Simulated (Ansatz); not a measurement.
Input file:

```yaml
crystal:
  periodic: [false, false, false]
  atoms:
    - {symbol: Ge, position_ang: [0.000000, 0.000000, 0.000000]}
    - {symbol: N, position_ang: [0.000000, 0.000000, 1.729000]}
basis:
  gaussian: {orbitals: cc-pVDZ}
total_charge: 1
magnetization: {spin_polarized: false, initial_magnetization: 2}
correlation: {method: ccsdtq, electrons: outside_noble_gas}
```

```sh
$ ansatz run in.yaml --threads 2 --pin off --events-out ev --progress --plain --max-ram 24576MiB --backend cuda --devices 0, --max-vram 18GiB
```

Output:

```
772 factors; integrals over basis functions are off by at most 1.8e-7 eV
mean field evaluation 1: about -57934.6694 eV, gradient 4.4e1 eV
mean field evaluation 2: about -57934.6731 eV, gradient 4.4e1 eV
mean field evaluation 4: about -57942.1853 eV, gradient 4.4e0 eV
mean field evaluation 8: about -57943.2185 eV, gradient 7.9e-1 eV
mean field evaluation 16: about -57943.2952 eV, gradient 7.4e-1 eV
mean field evaluation 32: about -57942.9790 eV, gradient 2.4e0 eV
mean field evaluation 64: about -57943.2431 eV, gradient 2.3e-6 eV
mean field evaluation 96: about -57939.9665 eV, gradient 9.0e0 eV
mean field evaluation 128: about -57943.7920 eV, gradient 8.2e-1 eV
mean field evaluation 160: about -57939.5364 eV, gradient 9.5e0 eV
...
mean field -57943.80157696 eV, -2129.3954322341 hartree, gradient 1.2e-6 eV, S^2 2.000000; 14 other end points of the search recorded, 0 dependent functions left out
...
determinant -57943.80157696 eV, -2129.3954322341 hartree, with singles and doubles -57948.63189198 eV, -2129.5729430369 hartree
determinant -57943.24306670 eV, -2129.3749073603 hartree, with singles and doubles -57948.62637295 eV, -2129.5727402163 hartree
determinant -57938.03733833 eV, -2129.1836003716 hartree, with singles and doubles -57944.56228069 eV, -2129.4233875804 hartree
determinant -57933.71377267 eV, -2129.0247122639 hartree, with singles and doubles -57939.05500327 eV, -2129.2209988681 hartree
determinant -57943.80157696 eV, -2129.3954322341 hartree, with singles and doubles -57948.63220035 eV, -2129.5729543693 hartree
determinant -57943.24306670 eV, -2129.3749073603 hartree, with singles and doubles -57948.63305293 eV, -2129.5729857010 hartree
15 core orbitals not correlated: weight in the atoms' cores, before any rotation towards them, 0.995 or more for the frozen orbitals, at most 0.004 for the correlated occupied ones
reference -57943.24306670 eV, -2129.3749073603 hartree; 5, 3 occupied and 21, 23 virtual orbitals, 772 factors
second order -4.35649780 eV of doubles, -0.10610484 eV of singles
...
cycle  17  -5.69090426 eV  change    3.8e-5 eV  update   5.2e-5
cycle  18  -5.69089507 eV  change    9.2e-6 eV  update   3.6e-5
cycle  19  -5.69089790 eV  change   -2.8e-6 eV  update   2.2e-5
cycle  20  -5.69092841 eV  change   -3.1e-5 eV  update   1.6e-5
cycle  21  -5.69095238 eV  change   -2.4e-5 eV  update   1.1e-5
cycle  22  -5.69095929 eV  change   -6.9e-6 eV  update   5.1e-6
cycle  23  -5.69095745 eV  change    1.8e-6 eV  update   3.6e-6
cycle  24  -5.69095498 eV  change    2.5e-6 eV  update   2.4e-6
cycle  25  -5.69095304 eV  change    1.9e-6 eV  update   1.3e-6
cycle  26  -5.69095240 eV  change    6.4e-7 eV  update   7.2e-7
Total energy: -57948.93401910 eV, -2129.5840460036 hartree
```

The determinant lies 0.56 eV above the lowest one of its kind in the log. The T1 diagnostic is 0.069.

For the same geometry and basis full CI lies 0.5 meV higher.

Ran on 2 threads of AMD EPYC 7R13 with a shared H100 80 GB, shared host: 25 s wall, 0.84 GiB peak host memory.
